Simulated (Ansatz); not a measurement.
Born–Oppenheimer molecular dynamics of H₇NSi₂ (10 atoms, charge 0, multiplicity 1). It starts at the highest image of a converged band. Of that band: Neighbouring images differ by up to 2.1 eV, so the band resolves the path poorly. A vibrational analysis at the climbing image gives one clearly imaginary mode, 1453i cm⁻¹: a first-order saddle point.

All numbers below come from Ansatz 0.2.0, RHF/def2-SVP.

| Item | Value |
| --- | --- |
| ensemble | NVE (velocity Verlet) |
| time step | 0.5 fs |
| steps asked | 200 |
| starting velocities drawn for | 100 K |
| seed | 2754 |

First frame:

```xyz
10
Properties=species:S:1:pos:R:3
Si -0.622 -0.186 0.405
H 0.664 -0.013 1.241
H 0.952 0.330 0.256
Si -1.048 1.841 -0.691
H -2.509 2.094 -0.756
H -0.412 2.912 0.116
H -0.534 1.901 -2.082
N -0.652 -1.601 -0.575
H -0.913 -2.490 -0.200
H -0.287 -1.670 -1.504
```

(1) What does the run give?

(2) What happens to the structure?

(3) How do temperature and energy run in time?

Answers

(1) The run went to its last step.

- steps done: 200
- time covered: 100 fs
- mean temperature over the second half: 1515 K
- spread of the potential energy over the second half: 39.9 meV per atom
- mean potential energy of the second half above the start: -146.5 meV per atom

The conserved energy stayed within 0.24 meV per atom of its start (net change -0.086 meV per atom), so the integration is sound. The kinetic energy rose, since the run started high on the potential surface and went downhill. A run of 0.1 ps of so small a system gives no equilibrium averages. The orbitals stay closed-shell, which can raise the energy where a bond breaks towards radicals; this wasn't checked here.

(2) Between its relaxed ends the band would form H2–H3 and break Si1–H2, Si1–H3. These pairs go: H2–H3 1.08 → 2.79 Å, Si1–H2 1.54 → 1.49 Å, Si1–H3 1.66 → 1.58 Å. In the last frame they stand as before the step (other bonds may differ from the relaxed reactants and products). It ends as one piece, H7NSi2. Pairs count as bonded within 1.25 times the sum of covalent radii (0.12 Å more for H–H). This is one draw of velocities; another would differ in detail.

(3) 
| time (fs) | T (K) | potential energy less start (eV) | conserved less start (meV/atom) |
| --- | --- | --- | --- |
| 0 | 100 | 0.000 | 0.00 |
| 5 | 156 | -0.057 | 0.05 |
| 10 | 868 | -0.794 | 0.00 |
| 15 | 1660 | -1.615 | -0.14 |
| 20 | 1695 | -1.649 | -0.05 |
| 25 | 1883 | -1.845 | -0.12 |
| 30 | 1746 | -1.702 | -0.06 |
| 35 | 1787 | -1.746 | -0.14 |
| 40 | 1215 | -1.153 | -0.03 |
| 45 | 1261 | -1.200 | 0.02 |
| 50 | 2111 | -2.082 | -0.22 |
| 55 | 1445 | -1.392 | -0.09 |
| 60 | 1068 | -1.001 | -0.02 |
| 65 | 1506 | -1.455 | -0.11 |
| 70 | 1868 | -1.829 | -0.09 |
| 75 | 1941 | -1.905 | -0.15 |
| 80 | 1633 | -1.586 | -0.05 |
| 85 | 1923 | -1.887 | -0.21 |
| 90 | 1193 | -1.131 | -0.07 |
| 95 | 878 | -0.805 | -0.05 |
| 100 | 1348 | -1.292 | -0.09 |

The run took 3.5 min on 1 thread of Arm Neoverse V2, on a shared host, peak memory 0.14 GiB.
